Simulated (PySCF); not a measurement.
Predicted microwave data (PBE0-D3(BJ)/def2-SVP geometry optimisation, gas phase in PySCF 2.14.0) for one isomer of C8H10O2:

| Property | Result |
| --- | --- |
| Rotational constants | A = 3638, B = 727.2, C = 641.4 MHz |
| Dipole components | \|μa\| = 0.44 D, \|μb\| = 0.19 D, \|μc\| = 0.26 D |
| Inertial defect | -45.92 u·Å² |
| κ | -0.94 |

Question: Which structure is it? (One computed conformer of each.)
A. `[CH2:1]=[CH:2][C:3](=[CH2:4])/[CH:5]=[CH:6]\[O:7][C:8]([CH3:9])=[O:10]` with C1–C2–C3–C4 -168°, C2–C3–C5–C6 52°, C5–C6–O7–C8 -178°, C6–O7–C8–C9 179°
B. `[CH3:1][CH2:2][O:3][c:4]1[cH:5][cH:6][c:7]([OH:8])[cH:9][cH:10]1` with C1–C2–O3–C4 77°, C2–O3–C4–C5 -175°, C6–C7–O8–H 0° (4-ethoxyphenol)
C. `[CH2:1]=[CH:2][C:3](=[CH2:4])/[CH:5]=[C:6](\[CH3:7])[O:8][CH:9]=[O:10]` with C1–C2–C3–C4 177°, C2–C3–C5–C6 -73°, C5–C6–O8–C9 -4°, C6–O8–C9–O10 1°
D. `[CH3:1][O:2][c:3]1[cH:4][cH:5][c:6]([O:7][CH3:8])[cH:9][cH:10]1` with C1–O2–C3–C4 180°, C5–C6–O7–C8 0° (1,4-dimethoxybenzene)

Answer: B. It is CCOc1ccc(O)cc1, a near-prolate asymmetric top, point group C1. The candidates at the same level (rigid rotor, commonest isotopes):

```
              SMILES  A (MHz)  B (MHz)  C (MHz)  μa (D)  μb (D)  μc (D)  Δ (u·Å²)  point group                        rotor
C=CC(=C)/C=C\OC(C)=O     2422    768.7    666.3    0.66    1.25    0.90   -107.62           C1               asymmetric top
C=CC(=C)/C=C(\C)OC=O     2046    813.8    759.8    0.34    1.76    0.98   -202.95           C1  near-prolate asymmetric top
      COc1ccc(OC)cc1     4541    695.1    607.5    0.00    0.00    0.00     -6.49          C2h  near-prolate asymmetric top
      CCOc1ccc(O)cc1     3638    727.2    641.4    0.44    0.19    0.26    -45.92           C1  near-prolate asymmetric top
```

`C=CC(=C)/C=C\OC(C)=O` has A 33 % too low; `C=CC(=C)/C=C(\C)OC=O` has A 44 % too low; `COc1ccc(OC)cc1` has A 25 % too high. No structure here is proved a minimum.
